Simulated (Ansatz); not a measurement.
Geometry optimisation, RKS CAM-B3LYP-D4/def2-TZVP in Ansatz.

The input (input.yaml):

```yaml
crystal:
  periodic: [false, false, false]
  atoms:
    - { symbol: "N", position_ang: [-0.0191, -1.1153, -0.1074] }
    - { symbol: Si, position_ang: [0.1445, 0.608, -0.1519] }
    - { symbol: H, position_ang: [-1.0939, -1.2741, -0.0765] }
    - { symbol: H, position_ang: [0.4206, -1.4305, 0.7277] }
    - { symbol: H, position_ang: [-0.5316, 1.1237, -1.3713] }
    - { symbol: H, position_ang: [-0.4866, 1.1383, 1.0795] }
    - { symbol: H, position_ang: [0.69067, -1.21307, -0.86123] }
basis:
  gaussian: { orbitals: def2-TZVP }
hamiltonian:
  xc: cam_b3lyp
  dispersion: d4
relax:
  f_tol: 0.02
  max_steps: 50
```

Command:

```bash
$ ansatz run input.yaml --threads 2 --pin off --max-ram 3072MiB --backend cpu --events-out ev --progress --plain --runs-dir out
```

Question: Where does it end, and by what steps?

Answer: The forces met the threshold. After 6 steps the energy has fallen by 1.864 eV; Si2 moved furthest, 0.43 Å.

```
step  energy less start (eV)  largest force component (eV/Å)  accepted
   0                  0.0000                           5.516       yes
   1                 -1.2067                           3.285       yes
   2                 -1.7717                           1.338       yes
   3                 -1.8463                           0.360       yes
   4                 -1.8600                           0.175       yes
   5                 -1.8635                           0.070       yes
   6                 -1.8636                           0.009       yes
```

```xyz
7
Properties=species:S:1:pos:R:3
N 0.032 -1.062 -0.100
Si 0.406 0.949 -0.100
H -0.962 -1.259 -0.129
H 0.423 -1.484 0.736
H -0.590 1.087 -1.240
H -0.658 1.100 0.975
H 0.473 -1.496 -0.903
```

Whether the end is a true minimum wasn't checked by a vibrational analysis.

The run took 9.6 s on 2 threads of Arm Neoverse V1, with other jobs on the host, peak memory 0.15 GiB.
